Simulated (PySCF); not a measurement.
# `SCCCS`, C$_{3}$H$_{8}$S$_{2}$

Geometry:
```
atom   x (Å)   y (Å)   z (Å)
  S1  -2.574   1.046   0.397
  C2  -0.835   0.736   0.790
  C3  -0.290  -0.549   0.198
  C4   1.168  -0.800   0.548
  S5   2.335   0.416  -0.124
  H6  -2.404   1.259  -0.917
  H7  -0.805   0.694   1.882
  H8  -0.232   1.592   0.485
  H9  -0.405  -0.530  -0.891
 H10  -0.890  -1.393   0.557
 H11   1.477  -1.797   0.231
 H12   1.318  -0.750   1.630
 H13   2.145   0.112  -1.418
```

The calculation used quadratic response CAM-B3LYP/def2-TZVPD first hyperpolarisability, Taylor convention, gas phase in PySCF 2.14.0. Geometry: PBE0-D3(BJ)/def2-TZVP.

**Question.** Give the tensor of the second harmonic β(−2ω;ω,ω) at 1064 nm in the axes of these coordinates.

**Answer.** In au, Taylor convention; rows are the first index (the induced dipole):
|  | xx | yy | zz | xy | xz | yz |
| --- | --- | --- | --- | --- | --- | --- |
| x | -30.6 | +74.8 | +8.0 | -14.9 | +9.6 | -0.9 |
| y | -14.5 | -79.9 | -11.3 | +73.8 | -0.1 | +9.5 |
| z | +9.0 | +7.8 | +35.3 | +0.1 | +7.8 | -10.9 |

Norm of βᵢ = ⅓ Σⱼ (βᵢⱼⱼ + βⱼᵢⱼ + βⱼⱼᵢ): 129.2 au, hyper-Rayleigh value 61.8 au.
